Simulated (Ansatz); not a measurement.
fcc Pt was calculated with PBE-D3(BJ) (Ansatz, a first-principles code, plane waves, PAW).

Settings: plane-wave cutoff 520 eV, 24×24×24 k mesh, Fermi–Dirac smearing 0.05 eV, scalar-relativistic PAW data made under PBE.

Results at a series of volumes:

```csv
V (Å³/atom),E − E_lowest (meV/atom)
14.250,53.47
14.553,22.69
14.857,5.40
15.160,0.00
15.463,5.06
15.766,19.32
16.069,41.65
```

**Question.** Fit the third-order Birch–Murnaghan equation and give B0 and B′.

**Answer.** V0 = 15.158 Å³/atom, B0 = 276 GPa, B′ = 5.4 (fit to the energies at full precision).

Measured, for comparison: bulk modulus 289 GPa (corrected for temperature and zero-point phonon effects; as tabulated in Levämäki et al. (2014), arXiv:1402.3671); equilibrium volume per atom 14.98 Å³/atom (static lattice: zero-point anharmonic expansion removed; as tabulated in Mejia-Rodriguez and Trickey (2018), arXiv:1807.09216). Computed (rounded) less measured: bulk modulus -4 %, equilibrium volume per atom +1.2 %.

Spin–orbit coupling is not included.

Computed values are for the static lattice.

It cost about 26 core-seconds (a rough figure) of CPU time.
